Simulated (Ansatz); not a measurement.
A made-up structure of CH₄AlS, doublet:

```
7
angstrom
Al -1.3629 -0.3397 0.1044
C -0.0529 0.3981 0.5574
S 1.0196 -1.1465 0.0209
H -1.2235 0.1179 -1.2053
H 0.4376 1.3630 0.1504
H -0.1810 0.1992 1.4550
H 1.3630 -0.5921 -1.0827
```

It is relaxed with PBE-D4/def2-SVP and then PBE0-D4/def2-TZVP (Ansatz 0.2.0). Atoms count as bonded within 1.22 times the sum of their covalent radii (H–H: 0.88 Å). The end point is not checked to be a true minimum.

(1) Does its bonding change? (A judgement: the text doesn't fix the answer.)

Results:

(1) The calculation gives: No: no bond forms or breaks.

Where it ends: The first stage lowers the energy by 4.70 eV in 7 steps. It ends as CH₄AlS ([CH2]1[AlH][SH]1):
```xyz
7
angstrom
Al -1.4328 -0.4066 -0.1859
C 0.0854 0.4402 0.7410
S 0.9899 -1.0381 0.0975
H -1.5223 -0.0954 -1.7572
H 0.5857 1.3576 0.4380
H 0.1218 0.3398 1.8255
H 1.1724 -0.5975 -1.1589
```

Labels in which every atom is bracketed show which atoms are joined, not bond orders.

For scale, one of the runs: PBE0-D4/def2-TZVP relaxation, 129 basis functions, launched by `ansatz run in.yaml --threads 2 --pin off --events-out ev --progress --plain --max-ram 4352MiB`. The run took about 19 s on 2 CPU threads of an Arm Neoverse V2 (shared host).
